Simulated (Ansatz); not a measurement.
C3H6O3 (`O=COCCO`). Charge 0, multiplicity 1. The structure was optimised at the PBE0-D4/def2-TZVP level. It is one conformer, not always the lowest.

```xyz
12

O     0.618    1.477   -2.190
C     0.994    1.547   -1.059
O     0.566    0.791   -0.049
C    -0.423   -0.197   -0.379
C    -0.779   -0.901    0.903
O     0.309   -1.599    1.456
H     1.750    2.254   -0.688
H     0.000   -0.890   -1.109
H    -1.293    0.294   -0.823
H    -1.194   -0.175    1.617
H    -1.555   -1.640    0.691
H     1.007   -0.962    1.630
```

Task: What is the dipole moment at r2SCAN/def2-TZVPP? (An estimate is asked.)

Result: Computed: 1.62 D, with components (-0.27, 0.67, 1.46) D in this frame, pointing from negative to positive charge.

Task: And with PBE, B3LYP, ωB97M-V? (Estimate.)

Result: Ansatz gave: PBE 1.57 D, B3LYP 1.63 D, ωB97M-V 1.64 D.

Task: Give the Mulliken charges with r2SCAN, PBE, B3LYP in def2-TZVPP. (Best estimate.)

Result: Computed: 
```
atom  r2SCAN    PBE  B3LYP
  O1   -0.32  -0.25  -0.29
  C2    0.28   0.15   0.21
  O3   -0.27  -0.20  -0.27
  C4    0.06  -0.04  -0.01
  C5    0.17   0.04   0.07
  O6   -0.37  -0.31  -0.35
  H7    0.07   0.08   0.10
  H8    0.07   0.11   0.11
  H9    0.06   0.09   0.10
 H10    0.03   0.07   0.07
 H11    0.03   0.07   0.08
 H12    0.20   0.19   0.19
```

B3LYP here is the variant with VWN-RPA as its local correlation; programs differ in this.
